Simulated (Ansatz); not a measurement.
These are Ansatz (a quantum-chemistry and plane-wave program) with frozen-core CCSD(T)/cc-pVTZ // PBE0-D3(BJ)/def2-SVP values and carry that method's errors.

Ansatz 0.2 input:
```yaml
crystal:
  periodic: [false, false, false]
  atoms:
    - { symbol: C, position_ang: [1.148409, -0.15652, -0.076679] }
    - { symbol: O, position_ang: [0.055868, 0.463448, -0.673956] }
    - { symbol: C, position_ang: [-1.141211, 0.21623, -0.010155] }
    - { symbol: H, position_ang: [1.041038, -1.260588, -0.051766] }
    - { symbol: H, position_ang: [1.306409, 0.187781, 0.966206] }
    - { symbol: H, position_ang: [2.044987, 0.091007, -0.662583] }
    - { symbol: H, position_ang: [-1.944746, 0.740533, -0.546664] }
    - { symbol: H, position_ang: [-1.388061, -0.865132, 0.018812] }
    - { symbol: H, position_ang: [-1.122691, 0.583239, 1.036783] }
basis:
  gaussian: { orbitals: cc-pVTZ }
correlation:
  method: ccsd_t
```

Output:

```
Functional definition: HF
985 factors; integrals over basis functions are off by at most 9.8e-4 eV
mean field evaluation 1: about -4192.2147 eV, gradient 2.7e1 eV
mean field evaluation 2: about -4192.2164 eV, gradient 2.7e1 eV
mean field evaluation 4: about -4193.9346 eV, gradient 4.0e0 eV
mean field evaluation 8: about -4193.9678 eV, gradient 7.3e-5 eV
mean field evaluation 16: about -4193.9667 eV, gradient 6.0e-1 eV
mean field -4193.96781916 eV, -154.1254745807 hartree, gradient 2.7e-6 eV, S^2 0.000000; 0 other end points of the search recorded, 0 dependent functions left out
3 core orbitals not correlated
reference -4193.96781916 eV, -154.1254745807 hartree; 10, 10 occupied and 161, 161 virtual orbitals, 985 factors
second order -16.26930325 eV of doubles, -0.00000000 eV of singles
cycle   1  -16.62870587 eV  change   -3.6e-1 eV  update   7.7e-2
cycle   2  -17.01992175 eV  change   -3.9e-1 eV  update   2.2e-2
cycle   3  -17.09469498 eV  change   -7.5e-2 eV  update   9.9e-3
cycle   4  -17.09005854 eV  change    4.6e-3 eV  update   2.0e-3
cycle   5  -17.09039203 eV  change   -3.3e-4 eV  update   8.4e-4
cycle   6  -17.09078894 eV  change   -4.0e-4 eV  update   2.4e-4
cycle   7  -17.09068126 eV  change    1.1e-4 eV  update   8.9e-5
cycle   8  -17.09066557 eV  change    1.6e-5 eV  update   2.8e-5
cycle   9  -17.09067164 eV  change   -6.1e-6 eV  update   7.9e-6
perturbative correction -0.60737388 eV, -0.0223205784 hartree
Total energy: -4211.66586468 eV, -154.7758657572 hartree
```

Cost: around 17 core-seconds (rough).
